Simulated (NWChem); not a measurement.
Everything below was run with NWChem. System: chloroform (CHCl3), charge 0, spin multiplicity 1, at a geometry optimised with B3LYP/def2-SVP. Level: G0W0@PBE0/def2-TZVP, RI basis def2-tzvp-rifit.

NWChem printed:

```
             Northwest Computational Chemistry Package (NWChem) 7.3.0
             --------------------------------------------------------

                                NWChem Input Module
                                -------------------

 Scaling coordinates for geometry "geometry" by  1.889725989
 (inverse scale =  0.529177249)

 Turning off AUTOSYM since
 SYMMETRY directive was detected!

                             Geometry "geometry" -> ""
                             -------------------------

 Output coordinates in angstroms (scale by  1.889725989 to convert to a.u.)

  No.       Tag          Charge          X              Y              Z
 ---- ---------------- ---------- -------------- -------------- --------------
    1 Cl                  17.0000     0.85174500    -0.06627900     1.47264400
    2 C                    6.0000    -0.00924900     0.45282500     0.00000000
    3 Cl                  17.0000     0.85174500    -0.06627900    -1.47264400
    4 Cl                  17.0000    -1.69837400    -0.11820800     0.00000000
    5 H                    1.0000    -0.03148100     1.54606900     0.00000000

 Effective nuclear repulsion energy (a.u.)     260.9493123275

            Nuclear Dipole moment (a.u.)
            ----------------------------
        X                 Y               Z
 ---------------- ---------------- ----------------
    -0.0000056692    -0.0000056692     0.0000000000

      Symmetry information
      --------------------

 Group name             Cs
 Group number              2
 Group order               2
 No. of unique centers     4

      Symmetry unique atoms

     1    2    4    5


 Summary of "ao basis" -> "" (spherical)
 ------------------------------------------------------------------------------
       Tag                 Description            Shells   Functions and Types
 ---------------- ------------------------------  ------  ---------------------
 *                         def2-tzvp                  on all atoms

 new library libraries.bse/

 Summary of "ri basis" -> "" (spherical)
 ------------------------------------------------------------------------------
       Tag                 Description            Shells   Functions and Types
 ---------------- ------------------------------  ------  ---------------------
 *                      def2-tzvp-rifit               on all atoms

                                 NWChem DFT Module
                                 -----------------

 Summary of "ao basis" -> "ao basis" (spherical)
 ------------------------------------------------------------------------------
       Tag                 Description            Shells   Functions and Types
 ---------------- ------------------------------  ------  ---------------------
 Cl                        def2-tzvp                13       37   5s5p2d1f
 C                         def2-tzvp                11       31   5s3p2d1f
 H                         def2-tzvp                 4        6   3s1p

 Summary of "ao basis" -> "ao basis" (spherical)
 ------------------------------------------------------------------------------
       Tag                 Description            Shells   Functions and Types
 ---------------- ------------------------------  ------  ---------------------
 Cl                        def2-tzvp                13       37   5s5p2d1f
 C                         def2-tzvp                11       31   5s3p2d1f
 H                         def2-tzvp                 4        6   3s1p

      Symmetry analysis of basis
      --------------------------

        a'         88
        a"         60

            General Information
            -------------------
          SCF calculation type: DFT
          Wavefunction type:  closed shell.
          No. of atoms     :     5
          No. of electrons :    58
           Alpha electrons :    29
            Beta electrons :    29
          Charge           :     0
          Spin multiplicity:     1
          Use of symmetry is: on ; symmetry adaption is: on
          Maximum number of iterations: 100
          This is a Direct SCF calculation.
          AO basis - number of functions:   148
                     number of shells:    54
[...]
    16      0.279856  1 Cl py                84     -0.279856  3 Cl py
    17      0.242500  1 Cl pz                85      0.242500  3 Cl pz
   122      0.224228  4 Cl pz                19      0.177439  1 Cl py
    87     -0.177439  3 Cl py                20      0.153122  1 Cl pz
    88      0.153122  3 Cl pz               125      0.138584  4 Cl pz

 Vector   28  Occ=2.000000D+00  E=-3.399723D-01  Symmetry=a'
              MO Center= -5.5D-04,  4.6D-02,  1.0D-12, r^2= 3.8D+00
   Bfn.  Coefficient  Atom+Function         Bfn.  Coefficient  Atom+Function
  ----- ------------  ---------------      ----- ------------  ---------------
    16      0.298243  1 Cl py                84      0.298243  3 Cl py
   121      0.298461  4 Cl py                19      0.201361  1 Cl py
    87      0.201361  3 Cl py               124      0.201409  4 Cl py
   144     -0.169740  5 H  s                 13      0.141785  1 Cl py
    81      0.141785  3 Cl py               118      0.141853  4 Cl py

 Vector   29  Occ=2.000000D+00  E=-3.273321D-01  Symmetry=a"
              MO Center=  1.7D-03, -7.4D-02,  1.1D-14, r^2= 4.1D+00
   Bfn.  Coefficient  Atom+Function         Bfn.  Coefficient  Atom+Function
  ----- ------------  ---------------      ----- ------------  ---------------
   122      0.341491  4 Cl pz                15      0.295717  1 Cl px
    83     -0.295717  3 Cl px               125      0.218864  4 Cl pz
    18      0.189529  1 Cl px                86     -0.189529  3 Cl px
    17     -0.170779  1 Cl pz                85     -0.170779  3 Cl pz
   119      0.158760  4 Cl pz                12      0.137480  1 Cl px

 Vector   30  Occ=0.000000D+00  E=-3.831486D-02  Symmetry=a'
              MO Center= -2.9D-04,  2.5D-02, -1.1D-13, r^2= 4.0D+00
   Bfn.  Coefficient  Atom+Function         Bfn.  Coefficient  Atom+Function
  ----- ------------  ---------------      ----- ------------  ---------------
    41      0.929381  2 C  s                123     -0.352209  4 Cl px
    20      0.305732  1 Cl pz                88     -0.305732  3 Cl pz
    42      0.268044  2 C  s                120     -0.237458  4 Cl px
     5     -0.227536  1 Cl s                 73     -0.227536  3 Cl s
   110     -0.227444  4 Cl s                 47     -0.218814  2 C  py

 Vector   31  Occ=0.000000D+00  E= 1.147902D-02  Symmetry=a"
              MO Center=  3.8D-01,  1.3D-01, -1.0D-10, r^2= 3.6D+00
   Bfn.  Coefficient  Atom+Function         Bfn.  Coefficient  Atom+Function
  ----- ------------  ---------------      ----- ------------  ---------------
    51      0.694165  2 C  pz                 5     -0.517939  1 Cl s
    73      0.517939  3 Cl s                 48      0.468183  2 C  pz
    45      0.376416  2 C  pz                18      0.329728  1 Cl px
    86     -0.329728  3 Cl px                20      0.325793  1 Cl pz
    88      0.325793  3 Cl pz               125     -0.238019  4 Cl pz

 Vector   32  Occ=0.000000D+00  E= 1.149373D-02  Symmetry=a'
              MO Center= -3.9D-01,  1.1D-01,  1.0D-10, r^2= 3.6D+00
   Bfn.  Coefficient  Atom+Function         Bfn.  Coefficient  Atom+Function
  ----- ------------  ---------------      ----- ------------  ---------------
    49      0.694087  2 C  px               110      0.598204  4 Cl s
   123      0.508770  4 Cl px                46      0.468102  2 C  px
    43      0.376331  2 C  px                20      0.325475  1 Cl pz
    88     -0.325475  3 Cl pz                 5     -0.299028  1 Cl s
    73     -0.299028  3 Cl s                124      0.253828  4 Cl py

 center of mass
 --------------
 x =   0.00057991 y =  -0.02847756 z =   0.00000000

 moments of inertia (a.u.)
 ------------------
         561.768524628634         -10.618381535341           0.000000000000
         -10.618381535341        1083.028629756298           0.000000000000
           0.000000000000           0.000000000000         561.532538086741

     Multipole analysis of the density
     ---------------------------------

     L   x y z        total         alpha         beta         nuclear
     -   - - -        -----         -----         ----         -------
     0   0 0 0     -0.000000    -29.000000    -29.000000     58.000000

     1   1 0 0     -0.008974     -0.004484     -0.004484     -0.000006
     1   0 1 0      0.435354      0.217680      0.217680     -0.000006
     1   0 0 1      0.000000      0.000000      0.000000      0.000000

     2   2 0 0    -32.586501   -147.893275   -147.893275    263.200049
     2   1 1 0     -0.031622     -2.550816     -2.550816      5.070009
     2   1 0 1      0.000000      0.000000      0.000000      0.000000
     2   0 2 0    -31.033142    -22.672152    -22.672152     14.311163
     2   0 1 1      0.000000      0.000000      0.000000      0.000000
     2   0 0 2    -32.587499   -147.950199   -147.950199    263.312898

 Task  times  cpu:       30.2s     wall:       30.2s

                                NWChem Input Module
                                -------------------

                                 NWChem GW Module
                                 ----------------

                             ***********************
                             ***        GW       ***
                             ***********************

 Summary of "ri basis" -> "ri basis" (spherical)
 ------------------------------------------------------------------------------
       Tag                 Description            Shells   Functions and Types
 ---------------- ------------------------------  ------  ---------------------
 Cl                     def2-tzvp-rifit             29      113   9s7p6d5f2g
 C                      def2-tzvp-rifit             22       76   8s6p4d3f1g
 H                      def2-tzvp-rifit              7       15   4s2p1d

                 Memory Information
                 ------------------
          Available GA per process is          1699.8 MBs
          Available stack per process is        700.0 MBs
          Available heap per process is           0.0 MBs

          Peak memory in Initialization
              Peak GA per process is                 16.5 MBs
              Peak stack per process is               0.2 MBs
              Peak heap per process is               17.3 MBs
              Memory not in MA per process            0.0 MBs

          Peak memory in AFF Calculation
              Peak GA per process is                117.0 MBs
              Peak stack per process is              90.9 MBs
              Peak heap per process is                0.0 MBs
              Memory not in MA per process           90.9 MBs

          Computing 2-center integrals
          Computing Inverse Cholesky factor
          Computing 3-center integrals
          Computing V_xc ...

          Computing Sigma_x
          Computing RPA polarizability
          Solving quasiparticle equations

                  Alpha Orbitals
          State     Energy (eV)     Error (eV)
          -----------------------------------
@GW        26        -11.531           0.005
@GW        27        -11.531           0.005
@GW        28        -11.466           0.005
@GW        29        -11.056           0.005
@GW        30          1.269           0.005
@GW        31          2.604           0.005

   Applying  -2.1485 eV scissor-shift to rest of particle states

   Applying   2.3119 eV scissor-shift to rest of hole states

     GW Timing Statistics
   ------------------------
   Init.   :          0.2s
     ERIs  :          3.8s
     Distr.:          0.1s
     Vxc   :          4.5s
   Sigma_x :          0.0s
   RPA     :         15.1s
   Wmn     :          0.2s
   Sigma_c :          0.1s
   GW total:         23.9s

 Task  times  cpu:       23.9s     wall:       23.9s

 Total times  cpu:       54.1s     wall:       54.1s
```

**Question.** Write an NWChem input that would produce this output.

**Answer.** This is not unique; one that fits is 
```
start mol
memory heap 200 mb stack 700 mb global 1700 mb
geometry units angstroms nocenter noautoz
  Cl     0.851745    -0.066279     1.472644
  C     -0.009249     0.452825     0.000000
  Cl     0.851745    -0.066279    -1.472644
  Cl    -1.698374    -0.118208     0.000000
  H     -0.031481     1.546069     0.000000
  symmetry group Cs
end
basis spherical
  * library def2-tzvp
end
basis "ri basis" bse spherical
  * library def2-tzvp-rifit
end
dft
  xc pbe0
  iterations 100
  direct
  tolerances tight
end
task dft energy
gw
  states alpha occ 4 vir 2
end
task dft gw
```
